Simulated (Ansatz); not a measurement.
Bend profile

Si2NH3, closed shell, at its PBE0-D4/def2-TZVP minimum:

```
6
angstrom
N 1.2831 -2.4497 1.3567
Si 0.6326 -1.2081 0.6690
Si -0.3439 0.6567 -0.3637
H -1.5532 0.1756 -1.0701
H 0.6608 1.2063 -1.3024
H -0.6794 1.6192 0.7105
```

The angle H4–Si3–Si2 (107.0° at the minimum) is set to the values below, H4, with anything bonded beyond it, turning rigidly in the plane of the angle. Each method's energies count from its own value at the PBE0-D4 minimum structure. Computed with Ansatz 0.2.0 (basis: def2-TZVPP); correlated methods freeze the cores. B3LYP uses VWN-RPA correlation.

```
angle (°)  CCSD(T) (kJ/mol)  B3LYP-D4 (kJ/mol)  wB97M-V (kJ/mol)  PBE-D4 (kJ/mol)  MP2 (kJ/mol)
     77.0              51.5               49.0              47.3             44.1          54.4
     84.5              29.1               27.6              26.0             25.1          31.0
     92.0              13.2               12.3              11.2             11.4          14.1
     99.5               3.5                3.2               2.6              3.0           3.9
    107.0               0.0                0.0               0.0              0.0           0.0
    114.5               2.5                2.6               3.2              2.3           2.3
    122.0              10.8               11.0              12.2              9.7          10.8
    129.5              25.0               25.0              26.8             22.4          25.3
    137.0              44.9               44.7              47.0             40.3          45.9
```

Minimum and curvature along this coordinate at CCSD(T): A fifth-order fit through the nearest points gives 107.6°, with a curvature of about 1.1 meV/deg².

Largest difference from the CCSD(T) curve over the scan: r2SCAN-D4 4.2; PBE0-D4 4.9; HF 11.1 kJ/mol. Each curve counts from its own value at the minimum.

The T1 diagnostic stays at or below 0.030. The T1 diagnostic is large here, which may signal multireference character or strong orbital relaxation, so CCSD(T) is less sure. The restricted Hartree–Fock reference is unstable towards an unrestricted one here.

For scale, one of the runs: CCSD(T)/def2-TZVPP, 157 basis functions (an equivalent command: `ansatz run in.yaml --threads 2`). Time: 14 s of wall clock on 2 CPU threads; the host was shared. Peak host memory: 1 GiB.
